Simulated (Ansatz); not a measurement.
# O2+ (quartet): from Hartree-Fock to the top rungs, def2-QZVPP

One table from this session's results is given with a row withheld; the runs are named, their logs left out.

The runs use Ansatz 0.2.0, Gaussian basis; def2-QZVPP, core rule «outside noble gas», up to 2 orbitals frozen.

The runs, in order: UHF; ROHF; CCSD(T) on UHF.

2 further runs of the same task are left out: 2 set aside as unsound or not needed.

## The system

The geometry is a PBE0/def2-TZVP stationary point (not a proven minimum) of the parent state, kept for this charge and spin.

2 atoms, charge 1, spin multiplicity 4.

Atoms are counted from 1 here; the program's logs count them from 0.

Bond lengths: O1–O2 1.193 Å.

Set-up of the first run:

in.yaml reads:

```yaml
crystal:
  periodic: [false, false, false]
  atoms:
    - {symbol: O, position_ang: [0.000000, 0.000000, 0.000000]}
    - {symbol: O, position_ang: [0.000000, 0.000000, 1.192820]}
basis:
  gaussian: {orbitals: "def2-QZVPP.json"}
total_charge: 1
magnetization: {spin_polarized: true, initial_magnetization: 3}
hamiltonian: {xc: hf}
output: {orbitals: {seedname: orbitals}}
```

The run is started by

```console
$ ansatz run in.yaml --threads 1 --pin off --events-out ev --progress --plain --max-ram 2393MiB
```

Steps of the session up to this table: UHF; ROHF; CCSD(T) on UHF.

One of the session's tables, all rows but one given; the rest of the session is left out.

It belongs to the step «Misses and costs». 

```
  method  from UCCSD(T) (meV)
    ROHF                    ?
     UHF             +10640.9
    UMP2               +907.3
   UCCSD               +338.4
UCCSD(T)                    0
```

Q: Estimate the row for ROHF from the others.

**Answer.** from UCCSD(T) (meV): +11215.1. In the column «from UCCSD(T) (meV)» it is the highest.
